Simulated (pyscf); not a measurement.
Thermochemistry of product channels of O=Ti(Cl)–Cl + hydrogen fluoride (HF) on the singlet surface, in kcal/mol, from ωB97M-D3(BJ)/def2-TZVP energies (ideal gas, 1 atm, RRHO with modes under 100 cm⁻¹ raised to 100, one conformer, R ln 2 for rigid chiral ones). Optimised with ωB97X-D3(BJ)/def2-SVP in PySCF.

```tsv
products	ΔE	ΔH(298 K)	ΔG(298 K)	ΔG(900 K)
O=TiH–Cl + F–Cl	(withheld)	+113.9	+112.5	+109.9
HO–Ti(F)(Cl)–Cl	-59.7	-58.7	-49.3	-31.1
O=Ti(F)–Cl + hydrogen chloride (HCl)	(withheld)	-4.6	-5.1	(withheld)
```

Task: Complete the blanks.

Result: 
- O=TiH–Cl + F–Cl, ΔE: +116.5
- O=Ti(F)–Cl + hydrogen chloride (HCl), ΔE: -3.4
- O=Ti(F)–Cl + hydrogen chloride (HCl), ΔG(900 K): -6.0

These are energies of the channels, which say nothing of barriers.
